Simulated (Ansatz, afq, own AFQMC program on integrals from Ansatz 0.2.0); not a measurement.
**CHB, triplet: AFQMC among the cluster methods**

```yaml
atoms:
  - { symbol: B, position_ang: [0.0000, 0.0000, 0.0957] }
  - { symbol: C, position_ang: [0.0000, 0.0000, -1.3685] }
  - { symbol: H, position_ang: [0.0000, 0.0000, 1.2728] }
```

Connectivity, by distances: BH–C.

Basis cc-pVTZ. Only valence electrons are correlated. Integrals, coupled cluster, full CI and functionals: Ansatz 0.2.0; the random walks run on the same integrals in our own AFQMC program. The CISD trial takes its coefficients from CCSD amplitudes. Released means that phaseless walkers are propagated on without the constraint, phases kept. Uncertainties: one standard error, sampling alone.

Determinant: UHF, the one that the program's search chose, which needn't be the lowest solution. The geometry is a PBE0/def2-TZVP stationary point of this or a neighbouring charge and spin state.

No full CI on the walks' own integrals is used here; CCSDT(Q) serves as the reference and is uncertain by about the last step of the cluster series.

Cautions: the released energies are still falling, so no released level is given (meV from the phaseless value at times in 1/Eh: -7 ± 3 at 0.24, -17 ± 3 at 0.51, -29 ± 3 at 0.99, -32 ± 3 at 1.62, -21 ± 13 at 2.40).

- T1 diagnostic: 0.0151
- weight of the determinant in the CISD state: 0.900
- ⟨S²⟩ of the determinant: 2.011
- size of the correlated space: 8 electrons in 72 orbitals

Reference: CCSDT(Q), correlation energy -5.966 eV.

| level | E − E(reference) (kJ/mol) | share of correlation (%) |
| --- | --- | --- |
| HF | 575.6 | 0.00 |
| MP2 | 101.7 | 82.33 |
| CCSD | 27.7 | 95.18 |
| CCSD(T) | 4.7 | 99.19 |
| CCSDT | 1.2 | 99.78 |
| ph-AFQMC/CISD | 4.1 ± 0.4 | 99.30 |

A walk keeps the symmetry of its determinant, which the program's search chose and which needn't be the lowest solution, so a lower state of the same spin and another symmetry isn't excluded.
